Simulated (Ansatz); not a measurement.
We consider hcp Zr, described by revPBE in Ansatz (PAW).

Numerical settings: plane-wave cutoff 520 eV, 18×18×12 k mesh (along the axes of the cell as run), Fermi–Dirac smearing 0.05 eV, scalar-relativistic PAW data made under PBE.

Shape and atoms are relaxed at each volume.

Pressure at four volumes; x = ln(V/23.798 Å³). One pressure is withheld.

| V (Å³/atom) | x | P (GPa) |
|---|---|---|
| 22.846 | -0.0408 | ? |
| 23.322 | -0.0202 | 1.88 |
| 23.798 | 0.0000 | 0.00 |
| 24.750 | 0.0392 | -3.32 |

Problem. Pass a parabola P(x) through the three rows shown, estimate the bulk modulus and its pressure derivative near zero pressure, and predict the withheld pressure.

Solution. Slopes between the rows: (0.00 − (1.88))/(0.0000 − (-0.0202)) = -93.07 and (-3.32 − (0.00))/(0.0392 − (0.0000)) = -84.69 GPa. Their difference over the span 0.0594 is c = 8.38/0.0594 = 141.1 GPa, so P(x) = 1.88 + (-93.07)(x − (-0.0202)) + 141.1 (x − (-0.0202))(x − (0.0000)). At the middle row B = −dP/dx = −[-93.07 + 141.1 × 0.0202] = 90.2 GPa, and B′ = dB/dP = 2c/B = 3.1. At x = -0.0408 the parabola gives 3.92 GPa; the run gives 3.93 GPa. The Birch–Murnaghan fit to the energies at all volumes has B0 = 90.2 GPa and B′ = 3.3.

Measured, for comparison: bulk modulus 95.9 GPa (zero-point energy and finite temperature contributions removed, our sources range from 84.3 to 95.9; as tabulated in doi:10.1021/acs.jctc.3c00612). Computed (rounded) less measured: bulk modulus not scored (sources differ).

Note: the bulk modulus comes from volumes at which shape and atoms were relaxed.

Ansatz is a quantum-chemistry and plane-wave program.
